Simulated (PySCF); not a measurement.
HO, SMILES [OH] (connectivity only; charge and spin as stated), charge -1, multiplicity 1. Atoms are numbered in the order given.

```xyz
2

O      0.0000     0.0000    -0.1075
H      0.0000     0.0000     0.8598
```
Charge -1, spin multiplicity 1.

Geometry: r2SCAN-D4/def2-TZVPD. The multiplicity is an assumed one; other spin states were not compared.

Calculation: B3LYP/def2-TZVPD in PySCF.

Isolated molecule, no solvent. A positive occupied level means that this level leaves the electron formally unbound; only the finite basis holds it.

Computed frontier levels, gap, dipole moment and polarisability:
highest occupied level: 0.94 eV
lowest empty level: 5.55 eV
orbital gap: 4.61 eV
dipole moment about the centre of nuclear charge: 1.36 D
mean static polarisability: 23.8 bohr³ (3.53 Å³)
polarisability, principal values: 20.7, 25.4, 25.4 bohr³
